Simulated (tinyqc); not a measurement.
Inside a calculation (part 1 of 2). Method: RHF in the sto-3g basis, for HF, spin multiplicity 1. Computed by tinyqc, a small Python program that keeps every step (integrals from PySCF). Settings: charge = 0, multiplicity = 1, basis = sto-3g, energy threshold = 1e-09, iteration cap = 81, orthogonalisation = symmetric, start = highest core orbitals, DIIS depth = 3, DIIS from iteration = 3, method = RHF. Command: `OMP_NUM_THREADS=1 python tinyqc.py 21886 21887 out.jsonl` (the two numbers bound the seeds that draw the settings). One thread of a shared host (Intel(R) Xeon(R) Processor @ 2.60GHz), about 0.06 s of CPU time with the checks. Later iterations appear only in the table of the cycle.

## One-electron integrals

Geometry (angstrom):

| atom | x | y | z |
|---|---|---|---|
| F | 0.000000 | 0.000000 | 0.000000 |
| H | 0.000000 | 0.000000 | 0.930000 |

Basis sto-3g: exponents (1/bohr^2) and contraction coefficients of normalised primitives:

| element | l (shell) | exponent | coefficient |
|---|---|---|---|
| F | s (1) | 166.679130 | 0.154329 |
| F | s (1) | 30.360812 | 0.535328 |
| F | s (1) | 8.216821 | 0.444635 |
| F | s (2) | 6.464803 | -0.099967 |
| F | s (2) | 1.502281 | 0.399513 |
| F | s (2) | 0.488588 | 0.700115 |
| F | p (3) | 6.464803 | 0.155916 |
| F | p (3) | 1.502281 | 0.607684 |
| F | p (3) | 0.488588 | 0.391957 |
| H | s (1) | 3.425251 | 0.154329 |
| H | s (1) | 0.623914 | 0.535328 |
| H | s (1) | 0.168855 | 0.444635 |

Overlap, kinetic and nuclear-attraction integrals over the contracted functions; the nuclear repulsion is the sum of Za Zb / Rab.

nuclear repulsion = 5.12106978 hartree

overlap S, lower triangle:
```
           1F 1s     1F 2s    1F 2px    1F 2py    1F 2pz     2H 1s
1F 1s   1.000000
1F 2s   0.237990  1.000000
1F 2px  0.000000  0.000000  1.000000
1F 2py  0.000000  0.000000  0.000000  1.000000
1F 2pz  0.000000  0.000000  0.000000  0.000000  1.000000
2H 1s   0.047972  0.440196  0.000000  0.000000  0.344739  1.000000
```

kinetic energy T (hartree), lower triangle:
```
            1F 1s     1F 2s    1F 2px    1F 2py    1F 2pz     2H 1s
1F 1s   36.984577
1F 2s   -0.212858  1.037995
1F 2px   0.000000  0.000000  3.248015
1F 2py   0.000000  0.000000  0.000000  3.248015
1F 2pz   0.000000  0.000000  0.000000  0.000000  3.248015
2H 1s   -0.000717  0.121765  0.000000  0.000000  0.264345  0.760032
```

nuclear attraction V (hartree), lower triangle:
```
             1F 1s       1F 2s      1F 2px      1F 2py      1F 2pz      2H 1s
1F 1s   -77.578587
1F 2s    -9.312227  -12.106178
1F 2px    0.000000    0.000000  -11.975580
1F 2py    0.000000    0.000000    0.000000  -11.975580
1F 2pz   -0.014639   -0.175650    0.000000    0.000000  -12.088779
2H 1s    -1.934270   -4.122972    0.000000    0.000000   -2.866800  -6.140528
```

core Hamiltonian H = T + V (hartree), lower triangle:
```
             1F 1s       1F 2s     1F 2px     1F 2py     1F 2pz      2H 1s
1F 1s   -40.594011
1F 2s    -9.525084  -11.068183
1F 2px    0.000000    0.000000  -8.727565
1F 2py    0.000000    0.000000   0.000000  -8.727565
1F 2pz   -0.014639   -0.175650   0.000000   0.000000  -8.840765
2H 1s    -1.934987   -4.001207   0.000000   0.000000  -2.602455  -5.380496
```

## Two-electron integrals

Functions are numbered as in S; the eight-fold symmetry (ij|kl) = (ji|kl) = (kl|ij) leaves the list below.

Two-electron integrals (ij|kl) in chemists' order, unique and non-zero (hartree):
```
(11|11) 5.403501   (21|11) 0.841920   (21|21) 0.156299   (22|11) 1.268028
(22|21) 0.292344   (22|22) 0.926167   (31|31) 0.027998   (32|31) 0.043169
(32|32) 0.204588   (33|11) 1.264502   (33|21) 0.292403   (33|22) 0.925959
(33|33) 0.997514   (41|41) 0.027998   (42|41) 0.043169   (42|42) 0.204588
(43|43) 0.053770   (44|11) 1.264502   (44|21) 0.292403   (44|22) 0.925959
(44|33) 0.889973   (44|44) 0.997514   (51|51) 0.027998   (52|51) 0.043169
(52|52) 0.204588   (53|53) 0.053770   (54|54) 0.053770   (55|11) 1.264502
(55|21) 0.292403   (55|22) 0.925959   (55|33) 0.889973   (55|44) 0.889973
(55|55) 0.997514   (61|11) 0.172548   (61|21) 0.031741   (61|22) 0.058920
(61|33) 0.058833   (61|44) 0.058833   (61|51) 0.001295   (61|52) 0.002418
(61|55) 0.059103   (61|61) 0.006512   (62|11) 0.413851   (62|21) 0.096596
(62|22) 0.338774   (62|33) 0.333983   (62|44) 0.333983   (62|51) 0.006540
(62|52) 0.049929   (62|55) 0.348033   (62|61) 0.019868   (62|62) 0.149356
(63|31) 0.010388   (63|32) 0.060504   (63|53) 0.010645   (63|63) 0.022747
(64|41) 0.010388   (64|42) 0.060504   (64|54) 0.010645   (64|64) 0.022747
(65|11) 0.271445   (65|21) 0.064204   (65|22) 0.241153   (65|33) 0.230660
(65|44) 0.230660   (65|51) 0.014213   (65|52) 0.094511   (65|55) 0.261869
(65|61) 0.013792   (65|62) 0.130286   (65|65) 0.135600   (66|11) 0.545321
(66|21) 0.129377   (66|22) 0.521393   (66|33) 0.503077   (66|44) 0.503077
(66|51) 0.011645   (66|52) 0.123074   (66|55) 0.557409   (66|61) 0.026814
(66|62) 0.286766   (66|65) 0.290543   (66|66) 0.774606
```

## Orthogonalisation

S = U s U^T; symmetric (Loewdin) form X = U s^(-1/2) U^T, so that X^T S X = 1.

eigenvalues of S: 0.422061  0.845669  1.000000  1.000000  1.124087  1.608183

X, lower triangle:
```
            1F 1s      1F 2s    1F 2px    1F 2py     1F 2pz     2H 1s
1F 1s    1.023271
1F 2s   -0.133046   1.121747
1F 2px   0.000000   0.000000  1.000000
1F 2py   0.000000   0.000000  0.000000  1.000000
1F 2pz  -0.007357   0.076320  0.000000  0.000000   1.058495
2H 1s    0.022369  -0.283281  0.000000  0.000000  -0.217874  1.154923
```

## Starting guess

The start is the highest orbitals of the core Hamiltonian (a deliberately bad start); D = 2 C_occ C_occ^T.

D at the start, lower triangle:
```
            1F 1s      1F 2s    1F 2px    1F 2py     1F 2pz     2H 1s
1F 1s    0.125843
1F 2s   -0.573545   2.724119
1F 2px   0.000000   0.000000  2.000000
1F 2py   0.000000   0.000000  0.000000  2.000000
1F 2pz  -0.060187   0.458184  0.000000  0.000000   2.347517
2H 1s    0.172237  -1.329064  0.000000  0.000000  -1.008060  2.924124
```

## Iteration 1: building the Fock matrix

J_ij = sum D_kl (ij|kl), K_ij = sum D_kl (ik|jl); F = H + J - 0.5 K; E = tr D H + tr D J / 2 - 0.25 tr D K + E_nn.

Coulomb J (hartree), lower triangle:
```
            1F 1s     1F 2s    1F 2px    1F 2py    1F 2pz     2H 1s
1F 1s   11.201636
1F 2s    2.582115  8.382973
1F 2px   0.000000  0.000000  8.348853
1F 2py   0.000000  0.000000  0.000000  8.348853
1F 2pz   0.024648  0.219732  0.000000  0.000000  8.444929
2H 1s    0.521982  3.247751  0.000000  0.000000  2.474352  5.699019
```

exchange K (hartree), lower triangle:
```
           1F 1s     1F 2s    1F 2px    1F 2py    1F 2pz     2H 1s
1F 1s   0.309225
1F 2s   0.278551  2.974779
1F 2px  0.000000  0.000000  2.627924
1F 2py  0.000000  0.000000  0.000000  2.627924
1F 2pz  0.000815  0.057981  0.000000  0.000000  2.690311
2H 1s   0.069657  1.148275  0.000000  0.000000  0.805354  1.838184
```

Fock matrix F (hartree), lower triangle:
```
             1F 1s      1F 2s     1F 2px     1F 2py     1F 2pz      2H 1s
1F 1s   -29.546988
1F 2s    -7.082245  -4.172599
1F 2px    0.000000   0.000000  -1.692674
1F 2py    0.000000   0.000000   0.000000  -1.692674
1F 2pz    0.009601   0.015091   0.000000   0.000000  -1.740992
2H 1s    -1.447834  -1.327593   0.000000   0.000000  -0.530780  -0.600569
```

total energy of this density = -42.94679996 hartree

## Iteration 1: diagonalisation and new density

Diagonalise F' = X^T F X, C = X C', fill 5 alpha and 5 beta electrons from the bottom; D = 2 C_occ C_occ^T. Each column has its largest component positive (the first on a tie).

F' = X^T F X (hartree), lower triangle:
```
            1          2          3          4          5          6
1  -29.142328
2   -3.265497  -2.957893
3    0.000000   0.000000  -1.692674
4    0.000000   0.000000   0.000000  -1.692674
5   -0.001622   0.059316   0.000000   0.000000  -1.710472
6   -0.271791  -0.483431   0.000000   0.000000  -0.237349  -0.080811
```

orbital energies (hartree): MO1 -29.547096, MO2 -2.635130, MO3 -1.744255, MO4 -1.692674, MO5 -1.692674, MO6 0.034977

coefficients C:
```
              MO1        MO2        MO3        MO4       MO5        MO6
1F 1s    0.999558  -0.251140  -0.004374   0.000000  0.000000   0.055959
1F 2s    0.001743   1.063194   0.030548   0.000000  0.000000  -0.480386
1F 2px   0.000000   0.000000   0.000000  -0.038699  0.999251   0.000000
1F 2py   0.000000   0.000000   0.000000   0.999251  0.038699   0.000000
1F 2pz  -0.000528   0.018065   1.017291   0.000000  0.000000  -0.372225
2H 1s    0.000523  -0.078873  -0.053002   0.000000  0.000000   1.205419
```

D after iteration 1, lower triangle:
```
            1F 1s      1F 2s    1F 2px    1F 2py     1F 2pz     2H 1s
1F 1s    2.124414
1F 2s   -0.530805   2.262637
1F 2px   0.000000   0.000000  2.000000
1F 2py   0.000000   0.000000  0.000000  2.000000
1F 2pz  -0.019027   0.100563  0.000000  0.000000   2.070415
2H 1s    0.041125  -0.170951  0.000000  0.000000  -0.110687  0.018061
```

Within a degenerate level the vectors are fixed only up to a rotation; this is one choice.

## Iteration 2: building the Fock matrix

As before.

Coulomb J (hartree), lower triangle:
```
            1F 1s     1F 2s    1F 2px    1F 2py    1F 2pz     2H 1s
1F 1s   20.953079
1F 2s    4.016842  9.945048
1F 2px   0.000000  0.000000  9.937277
1F 2py   0.000000  0.000000  0.000000  9.937277
1F 2pz   0.002552  0.003934  0.000000  0.000000  9.934141
2H 1s    0.815494  3.536372  0.000000  0.000000  2.469249  5.245380
```

exchange K (hartree), lower triangle:
```
            1F 1s     1F 2s    1F 2px    1F 2py    1F 2pz     2H 1s
1F 1s   11.112259
1F 2s    1.947174  3.242963
1F 2px   0.000000  0.000000  2.668674
1F 2py   0.000000  0.000000  0.000000  2.668674
1F 2pz   0.001116  0.013824  0.000000  0.000000  2.670239
2H 1s    0.416356  1.085711  0.000000  0.000000  0.625110  0.581926
```

Fock matrix F (hartree), lower triangle:
```
             1F 1s      1F 2s     1F 2px     1F 2py     1F 2pz      2H 1s
1F 1s   -25.197061
1F 2s    -6.481829  -2.744616
1F 2px    0.000000   0.000000  -0.124625
1F 2py    0.000000   0.000000   0.000000  -0.124625
1F 2pz   -0.012645  -0.178629   0.000000   0.000000  -0.241743
2H 1s    -1.327671  -1.007690   0.000000   0.000000  -0.445761  -0.426079
```

total energy of this density = -98.02750499 hartree

## Iteration 2: diagonalisation and new density

As before.

F' = X^T F X (hartree), lower triangle:
```
            1          2          3          4          5         6
1  -24.722109
2   -3.385932  -1.471170
3    0.000000   0.000000  -0.124625
4    0.000000   0.000000   0.000000  -0.124625
5   -0.025463  -0.029614   0.000000   0.000000  -0.094956
6   -0.198632  -0.509987   0.000000   0.000000  -0.441271  0.062663
```

orbital energies (hartree): MO1 -25.208056, MO2 -1.205200, MO3 -0.333011, MO4 -0.124625, MO5 -0.124625, MO6 0.520695

coefficients C:
```
              MO1        MO2        MO3        MO4       MO5        MO6
1F 1s    0.994336  -0.245365   0.099417   0.000000  0.000000   0.080908
1F 2s    0.024035   0.915561  -0.481151   0.000000  0.000000  -0.540143
1F 2px   0.000000   0.000000   0.000000  -0.025434  0.999677   0.000000
1F 2py   0.000000   0.000000   0.000000   0.999677  0.025434   0.000000
1F 2pz   0.002627   0.171793   0.729335   0.000000  0.000000  -0.782502
2H 1s   -0.005908   0.167494   0.457020   0.000000  0.000000   1.106846
```

D after iteration 2, lower triangle:
```
            1F 1s      1F 2s    1F 2px    1F 2py    1F 2pz     2H 1s
1F 1s    2.117584
1F 2s   -0.497164   2.140669
1F 2px   0.000000   0.000000  2.000000
1F 2py   0.000000   0.000000  0.000000  2.000000
1F 2pz   0.065936  -0.387140  0.000000  0.000000  1.122898
2H 1s   -0.003073  -0.133373  0.000000  0.000000  0.724159  0.473913
```

Within a degenerate level the vectors are fixed only up to a rotation; this is one choice.

## Iteration 3: building the Fock matrix

As before.

Coulomb J (hartree), lower triangle:
```
            1F 1s     1F 2s    1F 2px    1F 2py    1F 2pz     2H 1s
1F 1s   20.337691
1F 2s    3.879527  9.626315
1F 2px   0.000000  0.000000  9.626473
1F 2py   0.000000  0.000000  0.000000  9.626473
1F 2pz  -0.005381  0.029160  0.000000  0.000000  9.599348
2H 1s    0.787295  3.479098  0.000000  0.000000  2.471831  5.397949
```

exchange K (hartree), lower triangle:
```
            1F 1s      1F 2s    1F 2px    1F 2py    1F 2pz     2H 1s
1F 1s   11.078673
1F 2s    1.915464   3.123125
1F 2px   0.000000   0.000000  2.627259
1F 2py   0.000000   0.000000  0.000000  2.627259
1F 2pz   0.005214  -0.072377  0.000000  0.000000  2.207738
2H 1s    0.408267   1.184402  0.000000  0.000000  0.880983  1.169185
```

Fock matrix F (hartree), lower triangle:
```
             1F 1s      1F 2s     1F 2px     1F 2py     1F 2pz      2H 1s
1F 1s   -25.795656
1F 2s    -6.603289  -3.003430
1F 2px    0.000000   0.000000  -0.414722
1F 2py    0.000000   0.000000   0.000000  -0.414722
1F 2pz   -0.022627  -0.110302   0.000000   0.000000  -0.345285
2H 1s    -1.351826  -1.114310   0.000000   0.000000  -0.571115  -0.567139
```

total energy of this density = -98.56362885 hartree

## Iteration 3: diagonalisation and new density

As before.

F' = X^T F X (hartree), lower triangle:
```
            1          2          3          4          5          6
1  -25.320619
2   -3.408570  -1.699842
3    0.000000   0.000000  -0.414722
4    0.000000   0.000000   0.000000  -0.414722
5   -0.047965   0.083030   0.000000   0.000000  -0.146584
6   -0.195802  -0.565805   0.000000   0.000000  -0.573389  -0.009801
```

orbital energies (hartree): MO1 -25.805613, MO2 -1.431890, MO3 -0.558129, MO4 -0.414722, MO5 -0.414722, MO6 0.618786

coefficients C:
```
              MO1        MO2        MO3        MO4       MO5        MO6
1F 1s    0.994666  -0.248534   0.085458   0.000000  0.000000   0.083099
1F 2s    0.022703   0.933220  -0.441918   0.000000  0.000000  -0.543492
1F 2px   0.000000   0.000000   0.000000  -0.042971  0.999076   0.000000
1F 2py   0.000000   0.000000   0.000000   0.999076  0.042971   0.000000
1F 2pz   0.002834   0.101151   0.702271   0.000000  0.000000  -0.818740
2H 1s   -0.005663   0.162603   0.518302   0.000000  0.000000   1.080258
```

D after iteration 3, lower triangle:
```
            1F 1s      1F 2s    1F 2px    1F 2py    1F 2pz     2H 1s
1F 1s    2.116866
1F 2s   -0.494241   2.133412
1F 2px   0.000000   0.000000  2.000000
1F 2py   0.000000   0.000000  0.000000  2.000000
1F 2pz   0.075388  -0.431770  0.000000  0.000000  1.006847
2H 1s   -0.003504  -0.154862  0.000000  0.000000  0.760839  0.590218
```

Within a degenerate level the vectors are fixed only up to a rotation; this is one choice.

## Iteration 4: building the Fock matrix

As before.

Coulomb J (hartree), lower triangle:
```
            1F 1s     1F 2s    1F 2px    1F 2py    1F 2pz     2H 1s
1F 1s   20.248184
1F 2s    3.859359  9.576655
1F 2px   0.000000  0.000000  9.578299
1F 2py   0.000000  0.000000  0.000000  9.578299
1F 2pz  -0.006591  0.030814  0.000000  0.000000  9.546699
2H 1s    0.783149  3.468658  0.000000  0.000000  2.469832  5.418133
```

exchange K (hartree), lower triangle:
```
            1F 1s      1F 2s    1F 2px    1F 2py    1F 2pz     2H 1s
1F 1s   11.074668
1F 2s    1.910996   3.100649
1F 2px   0.000000   0.000000  2.620583
1F 2py   0.000000   0.000000  0.000000  2.620583
1F 2pz   0.005197  -0.094562  0.000000  0.000000  2.121632
2H 1s    0.407122   1.187213  0.000000  0.000000  0.884954  1.240164
```

Fock matrix F (hartree), lower triangle:
```
             1F 1s      1F 2s     1F 2px     1F 2py     1F 2pz      2H 1s
1F 1s   -25.883161
1F 2s    -6.621224  -3.041852
1F 2px    0.000000   0.000000  -0.459558
1F 2py    0.000000   0.000000   0.000000  -0.459558
1F 2pz   -0.023828  -0.097555   0.000000   0.000000  -0.354882
2H 1s    -1.355399  -1.126156   0.000000   0.000000  -0.575100  -0.582445
```

total energy of this density = -98.57190095 hartree

## Iteration 4: DIIS over 2 matrices

error matrix X^T (FDS - SDF) X:
```
          1          2         3         4          5          6
1  0.000000  -0.000156  0.000000  0.000000  -0.000175  -0.000307
2  0.000156   0.000000  0.000000  0.000000  -0.001794   0.006982
3  0.000000   0.000000  0.000000  0.000000   0.000000   0.000000
4  0.000000   0.000000  0.000000  0.000000   0.000000   0.000000
5  0.000175   0.001794  0.000000  0.000000   0.000000   0.011338
6  0.000307  -0.006982  0.000000  0.000000  -0.011338   0.000000
```

B (overlaps of the stored error matrices):
```
               1              2
1  4.4456560e-02  3.9893043e-03
2  3.9893043e-03  3.6134846e-04
```

Minimise |sum c_i e_i|^2 with sum c_i = 1: solve [B -1; -1 0][c; lambda] = [0; -1] with B_ij = tr e_i^T e_j, and take F = sum c_i F_i.

DIIS coefficients: -0.098481  1.098481

extrapolated F (hartree), lower triangle:
```
             1F 1s      1F 2s     1F 2px     1F 2py     1F 2pz      2H 1s
1F 1s   -25.891779
1F 2s    -6.622990  -3.045636
1F 2px    0.000000   0.000000  -0.463973
1F 2py    0.000000   0.000000   0.000000  -0.463973
1F 2pz   -0.023946  -0.096300   0.000000   0.000000  -0.355827
2H 1s    -1.355751  -1.127322   0.000000   0.000000  -0.575492  -0.583952
```

## Iteration 4: diagonalisation and new density

As before.

F' = X^T F X (hartree), lower triangle:
```
            1          2          3          4          5          6
1  -25.416713
2   -3.412080  -1.739595
3    0.000000   0.000000  -0.463973
4    0.000000   0.000000   0.000000  -0.463973
5   -0.051250   0.099414   0.000000   0.000000  -0.154699
6   -0.196046  -0.569363   0.000000   0.000000  -0.577795  -0.023657
```

orbital energies (hartree): MO1 -25.901584, MO2 -1.467391, MO3 -0.581430, MO4 -0.463973, MO5 -0.463973, MO6 0.615742

coefficients C:
```
              MO1        MO2        MO3        MO4       MO5        MO6
1F 1s    0.994715  -0.249717   0.081041   0.000000  0.000000   0.083388
1F 2s    0.022504   0.939962  -0.426568   0.000000  0.000000  -0.544145
1F 2px   0.000000   0.000000   0.000000  -0.282402  0.959296   0.000000
1F 2py   0.000000   0.000000   0.000000   0.959296  0.282402   0.000000
1F 2pz   0.002858   0.085801   0.700611   0.000000  0.000000  -0.821908
2H 1s   -0.005628   0.155619   0.525790   0.000000  0.000000   1.077665
```

D after iteration 4, lower triangle:
```
            1F 1s      1F 2s    1F 2px    1F 2py    1F 2pz     2H 1s
1F 1s    2.116770
1F 2s   -0.493818   2.131991
1F 2px   0.000000   0.000000  2.000000
1F 2py   0.000000   0.000000  0.000000  2.000000
1F 2pz   0.076390  -0.436288  0.000000  0.000000  0.996453
2H 1s   -0.003697  -0.156272  0.000000  0.000000  0.763421  0.601408
```

Within a degenerate level the vectors are fixed only up to a rotation; this is one choice.

## Iteration 7 (converged): orbitals

converged F (hartree), lower triangle:
```
             1F 1s      1F 2s     1F 2px     1F 2py     1F 2pz      2H 1s
1F 1s   -25.891384
1F 2s    -6.622922  -3.045385
1F 2px    0.000000   0.000000  -0.463764
1F 2py    0.000000   0.000000   0.000000  -0.463764
1F 2pz   -0.023974  -0.096299   0.000000   0.000000  -0.355861
2H 1s    -1.355736  -1.127332   0.000000   0.000000  -0.575366  -0.583980
```

As before.

F' = X^T F X (hartree), lower triangle:
```
            1          2          3          4          5          6
1  -25.416313
2   -3.412098  -1.739292
3    0.000000   0.000000  -0.463764
4    0.000000   0.000000   0.000000  -0.463764
5   -0.051279   0.099398   0.000000   0.000000  -0.154796
6   -0.196024  -0.569428   0.000000   0.000000  -0.577628  -0.023732
```

orbital energies (hartree): MO1 -25.901191, MO2 -1.467177, MO3 -0.581316, MO4 -0.463764, MO5 -0.463764, MO6 0.615552

coefficients C:
```
              MO1        MO2        MO3       MO4        MO5        MO6
1F 1s    0.994715  -0.249705   0.081056  0.000000   0.000000   0.083415
1F 2s    0.022506   0.939884  -0.426605  0.000000   0.000000  -0.544251
1F 2px   0.000000   0.000000   0.000000  0.999809  -0.019550   0.000000
1F 2py   0.000000   0.000000   0.000000  0.019550   0.999809   0.000000
1F 2pz   0.002859   0.085808   0.700679  0.000000   0.000000  -0.821849
2H 1s   -0.005629   0.155744   0.525677  0.000000   0.000000   1.077702
```

D after iteration 7, lower triangle:
```
            1F 1s      1F 2s    1F 2px    1F 2py    1F 2pz     2H 1s
1F 1s    2.116761
1F 2s   -0.493771   2.131760
1F 2px   0.000000   0.000000  2.000000
1F 2py   0.000000   0.000000  0.000000  2.000000
1F 2pz   0.076423  -0.436399  0.000000  0.000000  0.996644
2H 1s   -0.003760  -0.156003  0.000000  0.000000  0.763357  0.601247
```

Within a degenerate level the vectors are fixed only up to a rotation; this is one choice.
